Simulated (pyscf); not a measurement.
PySCF, gas phase, ωB97X-D3(BJ)/def2-SVP geometries. Correlated levels are frozen-core, on RHF or UHF. ΔMP2 is the change of the MP2 total energy from the triple- to the quadruple-zeta basis.

H₂B–O–SiH₃ (SMILES BO[SiH3]) -> HB=O (SMILES B=O) + SiH₄ (SMILES [SiH4])
Surface: singlet. Broken: B–H, O–Si. Formed: H–Si. Give ΔE‡ and ΔE from CCSD(T)/def2-TZVPP + ΔMP2(QZVPP), relative to the reactant's lowest minimum found.

ΔE‡ = 2.07 eV, ΔE = +1.26 eV. Zero-point energy shifts the barrier by -0.05 eV. It is an elimination, with an imaginary mode of 401i cm⁻¹. At the saddle there is also a short B–Si contact that neither side keeps. This is the saddle that the search found; another between the same sides may lie lower. The CCSD(T) − MP2 part came from Ansatz, without density fitting, on the same reference.
